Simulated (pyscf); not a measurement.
Single points on ωB97X-D3(BJ)/def2-SVP structures (PySCF, gas phase).

H₂N–W(F)(F)(F)(F)–F + H atom (H•) → [HN–W(F)(F)(F)(F)–F]• + hydrogen (H₂)
Surface: doublet. Broken: H–N. Formed: H–H. Give ΔE‡ and ΔE from ωB97M-D3(BJ)/def2-TZVP, relative to the separated reactants.

ΔE‡ = 19.3 kcal/mol, ΔE = +13.0 kcal/mol. Zero-point energy shifts the barrier by -1.9 kcal/mol. It is a hydrogen abstraction, with an imaginary mode of 755i cm⁻¹. One saddle was located; it need not be the lowest between these sides. The angle at the transferred H is 170°. Open-shell species with a d-block atom are single-reference here; other states, and whether the spin sits on metal or ligand, were not checked. Elements past Kr carry the def2 core potentials, without spin-orbit coupling.
